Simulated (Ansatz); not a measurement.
Input and command of a calculation in Ansatz (plane waves; scalar-relativistic PAW potentials unless the input names others):

```yaml
crystal:
  lattice:
    - [4.043237, 0.0, 0.0]
    - [0.0, 4.043237, 0.0]
    - [0.0, 0.0, 5.4321]
  atoms:
    - { symbol: Sr, position: [0.0, 0.0, 0.0] }
    - { symbol: Sr, position: [0.5, 0.5, 0.5] }
    - { symbol: S, position: [0.0, 0.0, 0.5] }
    - { symbol: O, position: [0.5, 0.5, 0.0] }
basis:
  ecutwfc: 420
kpoints:
  mp_grid: { grid: [8, 8, 6] }
hamiltonian:
  xc: pbesol
  hubbard: { sites: [{ species: S, l: f, u_eff: 4.0 }] }
scf:
  occupations: { method: gaussian, width: 0.05 }
  max_iter: 75
output:
  forces: true
  eigenvalues: true
  stress: true
```

```bash
ansatz run input.yaml --threads 1 --pin off --max-ram 1228MiB --backend cpu --events-out ev --progress --plain --runs-dir out
```

Task: Will this input run?

Result: The program refuses it, because of a U on a shell that isn't there (hamiltonian.hubbard: not typed → {"sites": [{"species": "S", "l": "f", "u_eff": 4.0}]}). Without that key it is accepted.

Abridged log:
```
Error: inconsistent input (hamiltonian.hubbard.sites[].l, hamiltonian.hubbard.sites[].shell): the file of S doesn't list 4f, and it can't be added: PBE doesn't bind the shell 4f of the free atom, whose level lies at +1.13 eV. Type an atom or ion with it (hamiltonian.pseudopotentials.projection_atoms), take another file or name another shell
```